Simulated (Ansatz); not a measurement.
Two isomers of C4H5NO: A = `Cc1ccno1`, B = `Cc1ccon1`.

Computed with Ansatz on PBE0-D4/def2-TZVP structures; ΔE is electronic, products minus reactants. CBS: MP2 limit from def2 TZ/QZ plus the TZ coupled-cluster correction, frozen cores. DFT in def2-TZVPP.

(1) Which isomer does CCSD(T)/CBS put lower? Give the gap. (Estimate.)

(2) Give E(B) − E(A) in kJ/mol with BLYP-D4, CCSD/def2-TZVPP, MP2/def2-TZVPP, PBE0-D4, B2PLYP, LDA (SPW92), ωB97M-V. (Best estimate.)

(3) Does the order hold for the free energy at 298.15 K (harmonic terms from PBE0-D4)? (Estimate.)

Largest T1 diagnostic: 0.015.

Answers

(1) The calculation gave: A, by 3.8 kJ/mol.

(2) The calculation gave: BLYP-D4 4.0, CCSD/def2-TZVPP 3.8, MP2/def2-TZVPP 4.0, PBE0-D4 4.3, B2PLYP 4.2, LDA (SPW92) 4.3, ωB97M-V 4.1. None reverses the order clearly.

(3) The calculation gave: Yes: G(B) − G(A) = +4.2 kJ/mol.

Leaving LDA and LC-ωPBE aside and taking each functional with its dispersion term where it has one, the values, not all of them listed here, spread over 1.0 kJ/mol, from revPBE-D4 to r2SCAN-D4.
